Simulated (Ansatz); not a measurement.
One change: `FC1NCO1` becomes `CN1COC1F`.

Ansatz, PBE0-D4/def2-TZVP geometries, multiplicity 1. 

```csv
property,`FC1NCO1`
LUMO energy (PBE/def2-TZVPP) / eV,0.03
HOMO–LUMO gap (ωB97M-V/def2-TZVPP) / eV,12.40
HOMO energy (ωB97M-V/def2-TZVPP) / eV,-10.09
LUMO energy (B3LYP/def2-TZVPP) / eV,0.50
HOMO energy (PBE/def2-TZVPP) / eV,-6.21
size of the dipole moment (B3LYP/def2-TZVPP) / D,3.31
```

Problem. Give the same properties after the change, and the shifts. (Estimate.)

Solution. Ansatz gave: 
```json
{"property": "LUMO energy (PBE/def2-TZVPP) / eV", "`CN1COC1F`": "0.23", "shift": "0.20"}
{"property": "HOMO–LUMO gap (ωB97M-V/def2-TZVPP) / eV", "`CN1COC1F`": "12.26", "shift": "-0.14"}
{"property": "HOMO energy (ωB97M-V/def2-TZVPP) / eV", "`CN1COC1F`": "-9.55", "shift": "0.54"}
{"property": "LUMO energy (B3LYP/def2-TZVPP) / eV", "`CN1COC1F`": "0.83", "shift": "0.33"}
{"property": "HOMO energy (PBE/def2-TZVPP) / eV", "`CN1COC1F`": "-5.75", "shift": "0.46"}
{"property": "size of the dipole moment (B3LYP/def2-TZVPP) / D", "`CN1COC1F`": "2.15", "shift": "-1.16"}
```

With PBE0 the HOMO rises by 0.52 eV and the LUMO rises by 0.29 eV, so the gap narrows by about 0.23 eV. PBE moves the HOMO by 0.46 eV and ωB97M-V by 0.54 eV. Dipoles are sizes alone; their direction can turn.

B3LYP here is the variant with VWN-RPA as its local correlation; programs differ in this.
